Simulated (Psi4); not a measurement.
## Predicting a hybrid from its neighbours: BCl

The species is BCl (2 atoms), meant as a singlet with charge 0. SMILES: `[B]Cl`. Geometry: relaxed at PBE0-D4/def2-TZVP.

The dipole moment y, in D, basis def2-TZVPPD; a is the functional's share of exact exchange. Programs: Psi4 1.11.

| functional | program | a | y (D) |
| --- | --- | --- | --- |
| TPSS | Psi4 | 0 | 1.66 |
| revPBE | Psi4 | 0 | 1.68 |
| TPSSh | Psi4 | 0.1 | 1.63 |
| B3LYP | Psi4 | 0.2 | 1.60 |
| PBE0 | Psi4 | 0.25 | ? |
| BHLYP | Psi4 | 0.5 | 1.51 |

Q: Fit y = c + s·a to the known rows and predict PBE0.

A: 
1. Means of the 5 rows: a = 0.1600, y = 1.616.
2. Σ(Δa)² = 0.172, Σ(Δa·Δy) = -0.0548, so the slope is -0.0548/0.172 = -0.3186.
3. Intercept: 1.616 − (-0.3186) × 0.1600 = 1.667. The largest residual of the fit is 0.013.
4. PBE0: 1.667 + (-0.3186) × 0.25 = 1.59 D.

The run gave 1.60 D, so the prediction is off by -0.01 D, at the rounding of the table.
